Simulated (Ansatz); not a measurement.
# CO2 (charge +1): harmonic frequencies at the relaxed geometry

At which frequencies does CO2 (charge +1) vibrate? Aim: harmonic frequencies at the relaxed geometry, for CO2 (charge +1), run from a script.

All numbers are computed with the Python package of Ansatz 0.2.0. Level of theory: B3LYP+D4/6-31G*.

## Step 1: The system

Bond lengths: O1–C2 1.237 Å, C2–O3 1.237 Å. Angles: O1–C2–O3 180.0°.

No structure file is read: the coordinates are typed or built in the script.

## Step 2: Script

File freq_co2.py:

```python
"""Harmonic frequencies of CO2(+) at its relaxed geometry."""

from dataclasses import dataclass
import itertools

import ansatz as az
from ase import Atoms
from ase.data import atomic_numbers, covalent_radii
from ase.thermochemistry import IdealGasThermo
import numpy as np


@dataclass
class RunConfig:
    basis_set: str = "6-31G*"
    functional: str = "b3lyp"
    dispersion: str = "d4"
    net_charge: int = 1


cfg = RunConfig()

GEOMETRY = """
O    -1.23570    0.06640    0.00000
C    -0.00000   -0.00000    0.00000
O     1.23570   -0.06640    0.00000
"""


def main() -> None:
    molecule = az.Crystal.molecule()
    for line in GEOMETRY.strip().splitlines():
        symbol, *xyz = line.split()
        molecule = molecule.atom(symbol, [float(v) for v in xyz])

    base = (
        molecule.calculation()
        .basis(gaussian=cfg.basis_set)
        .functional(cfg.functional, dispersion=cfg.dispersion)
        .charge(cfg.net_charge)
        .spin("collinear", total=1)
    )
    symbols = [site.symbol for site in molecule.cartesian_sites]
    start = np.array([site.position_ang for site in molecule.cartesian_sites], dtype=float)
    r = base.relax(force_tolerance=0.003).run(threads=1, backend="cpu").report
    end = np.array(r["positions_ang"])

    # pairs closer than 1.2 times the sum of covalent radii, before or after
    radius = [covalent_radii[atomic_numbers[s]] for s in symbols]
    span = lambda where, i, j: np.linalg.norm(where[i] - where[j])
    bonded = [(i, j) for i, j in itertools.combinations(range(len(symbols)), 2) if min(span(start, i, j), span(end, i, j)) < 1.2 * (radius[i] + radius[j])]
    print("pair        before    after (A)")
    for i, j in bonded:
        print(f"{symbols[i]}{i}-{symbols[j]}{j}".ljust(10), f"{span(start, i, j):8.4f} {span(end, i, j):8.4f}")

    # frequencies need a stationary point, so they are taken at the relaxed geometry
    minimum = az.Crystal.molecule()
    for symbol, place in zip(symbols, end):
        minimum = minimum.atom(symbol, place.tolist())
    vibrating = (
        minimum.calculation()
        .basis(gaussian=cfg.basis_set)
        .functional(cfg.functional, dispersion=cfg.dispersion)
        .charge(cfg.net_charge)
        .spin("collinear", total=1)
        .phonons(temperatures=(100, 500, 100))
    )
    vib = vibrating.run(threads=1, backend="cpu").report["vibrations"]
    sums = vib["harmonic_sums"]
    modes = [m["omega_inv_cm"] for m in sums["modes_at_gamma"] if m["rigid_motion"] == "no"]
    print("frequencies (1/cm):", " ".join(f"{w:.0f}" for w in modes))
    print("imaginary modes:", sum(w < 0 for w in modes), " zero-point energy:", round(sums["zero_point_energy_ev"], 4), "eV")
    # rigid rotor and ideal gas, symmetry number taken as one
    gas = IdealGasThermo(vib_energies=[w / 8065.544 for w in modes if w > 0], geometry="linear" if len(modes) == 3 * len(symbols) - 5 else "nonlinear",
                         atoms=Atoms(symbols, positions=end), symmetrynumber=1, spin=0.5)
    print(f"H(298 K) - E = {gas.get_enthalpy(298.15, verbose=False):.4f} eV")
    print(f"S(298 K, 1 bar) = {96485.33 * gas.get_entropy(298.15, 1e5, verbose=False):.1f} J/(mol K) with symmetry number 1")


if __name__ == "__main__":
    main()
```

## Step 3: The input behind the calls

The engine receives this input (first run):

```yaml
crystal:
  periodic: [false, false, false]
  atoms:
    - { symbol: O, position_ang: [-1.2357, 0.0664, 0.0] }
    - { symbol: C, position_ang: [-0.0, -0.0, 0.0] }
    - { symbol: O, position_ang: [1.2357, -0.0664, 0.0] }
basis:
  gaussian:
    orbitals: "6-31G*"
hamiltonian:
  xc: b3lyp
  dispersion: d4
magnetization:
  spin_polarized: true
  initial_magnetization: 1.0
total_charge: 1.0
relax:
  f_tol: 0.003
```

## Step 4: The run

Started as:

```console
$ python freq_co2.py
```

Q: Predict the main results. Wanted: moves of the relaxation of run 1; energy gained in run 1; last largest force component of run 1; highest frequency; imaginary modes; zero-point energy.

As calculated:

```
                             quantity        value
                        runs compared            2
     moves of the relaxation of run 1            4
               energy gained in run 1     0.280 eV
last largest force component of run 1  0.0001 eV/Å
                    highest frequency    1494 cm⁻¹
                      imaginary modes            0
                    zero-point energy     0.236 eV
```

Run 1: After 4 moves the largest shift is 0.056 Å. All frequencies are real, so the geometry is a minimum. The values are harmonic; measured fundamentals also hold anharmonic shifts, mostly downward for stretches. What to keep in mind:
- The frequencies are harmonic and unscaled, in a modest basis.
- The run takes the species as open-shell (spin multiplicity 2), which needn't be its ground state.
- b3lyp holds the VWN-RPA fit, as in Gaussian; the form of ORCA and Turbomole is b3lyp5.
- The entropy takes a symmetry number of 1; a symmetric molecule's is lower by R ln(sigma).
